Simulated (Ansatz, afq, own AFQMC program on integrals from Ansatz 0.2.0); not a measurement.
**AlH$_{3}$, triplet: energetics from AFQMC and coupled cluster**

```xyz
4

Al    0.0000    0.0744   -0.0956
H     0.0000   -1.3724   -0.7540
H     0.4207   -0.3098    1.6570
H    -0.4207   -0.3098    1.6570
```

Geometry: a PBE0/def2-TZVP stationary point, not shown to be a minimum. Basis cc-pVDZ. Only valence electrons are correlated. Ansatz 0.2.0 and our own AFQMC program on the same integrals; the CISD trial comes from CCSD amplitudes, and released means the phaseless constraint is let go. ± is one standard error of the sampling.

Best estimates are CCSD(T) at the basis-set limit (def2-TZVPP/QZVPP) plus the step from CCSD(T) to the highest rung at hand in cc-pVDZ, named in the table (released AFQMC can keep some 10 meV of bias). No zero-point, core-correlation or spin–orbit terms. Other levels are in cc-pVDZ, the functionals in def2-TZVP; a dash marks a level that is missing or breaks spin symmetry for a member.

Cautions: AlH₃ (triplet): lower spins were not checked.

| process | best estimate (kJ/mol) | highest rung |
| --- | --- | --- |
| to charge +1, doublet (vertical) | 674 | FCI |
| to free atoms | 618 | FCI |

Errors against the best estimates in kJ/mol, the processes numbered in the order above:

```csv
level,"error, 1","error, 2"
MP2,-22,-78
CCSD(T),-16,-60
ph-AFQMC/CISD,-15 ± 0.1,-60 ± 0.1
CCSD(T)/CBS,-1,-1
PBE,10,-10
r2SCAN,21,26
PBE0,9,-13
B3LYP,0,-6
wB97M-V,-18,-19
B2PLYP,-13,-24
```

Cost at the first geometry (cards were shared with other jobs): PBE0/cc-pVDZ, 0.48 s on 1 thread of AMD EPYC 7R13 Processor (Zen 3), on a shared host; UCCSD(T)/cc-pVDZ, 3.9 s on 1 × NVIDIA H100 80GB HBM3 with 1 thread of AMD EPYC 7R13 Processor (Zen 3), on a shared host; CCSD(T)/def2-QZVPP, 6.5 s on 1 × NVIDIA H100 80GB HBM3 with 1 thread of AMD EPYC 7R13 Processor (Zen 3), on a shared host; CCSDT(Q), 9 s on 1 × NVIDIA H100 80GB HBM3 with 1 thread of AMD EPYC 7R13 Processor (Zen 3), on a shared host; ph-AFQMC/CISD with release, 18 s on 1 × NVIDIA H100 80GB HBM3 with 2 threads of AMD EPYC 7R13 Processor (Zen 3), on a shared host.

Best estimates are given only where the step beyond CCSD(T) is under 0.3 eV and no member's determinant is very poor (T1 over 0.05, or 0.07 for open shells, ⟨S²⟩ too high by 0.3, two states mixed), so the hardest cases are missing from such tables.

The functionals ran in a triple-zeta set and keep a basis error of their own, a few kJ/mol for each bond in atomization energies and more for double hybrids, so close places among them and the extrapolated levels can swap.

CCSDT and higher add their correlation energy to the determinant of the CCSD(T) run, since their own runs factorise the integrals more tightly (a shift of under 2 meV). Each member of a difference takes its own highest rung, so a best estimate needn't equal the limit plus the step of one row. A walk keeps the symmetry of its determinant, which the program's search chose and which needn't be the lowest solution, so a lower state of the same spin and another symmetry isn't excluded.
